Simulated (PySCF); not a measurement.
1,3-dichloropropane, C₃H₆Cl₂.
SMILES with atom numbers: `[Cl:1][CH2:2][CH2:3][CH2:4][Cl:5]` (hydrogens: H6, H7 on C2; H8, H9 on C3; H10, H11 on C4)

The calculation used PySCF 2.14.0, PBE0-D3(BJ)/def2-SVP geometry optimisation, gas phase.

(1) List the bond lengths, angles and torsions at this level.

## Answers

(1) 
```
                  bond  length (Å)   order
        Cl1–C2, C4–Cl5       1.792  single
          C2–C3, C3–C4       1.513  single
C2–H6 and 3 like bonds       1.098  single
          C3–H8, C3–H9       1.103  single
```

Bonds in one row agree within 0.01 Å and their mean is given. Orders are formal, as drawn. A selection of angles:
```
    angle  degrees
Cl1–C2–C3    111.7
Cl1–C2–H6    106.9
 C3–C2–H6    111.2
 H6–C2–H7    109.1
 C2–C3–C4    114.4
 C2–C3–H8    109.4
 C2–C3–H9    108.1
 H8–C3–H9    107.1
```

Dihedral angles: Cl1–C2–C3–C4 63° (synclinal); C2–C3–C4–Cl5 63° (synclinal). The mirror-image conformer, all signs reversed, is as good.

Of the pairs four or more bonds apart, Cl5···H7 is among the closest relative to their van der Waals radii: 2.80 Å, 95 % of the sum of Bondi's values.

Point group: C2 (every atom within 0.08 Å of its image). Whether it is a minimum is left open (no frequencies). The numbers are those of one conformer.
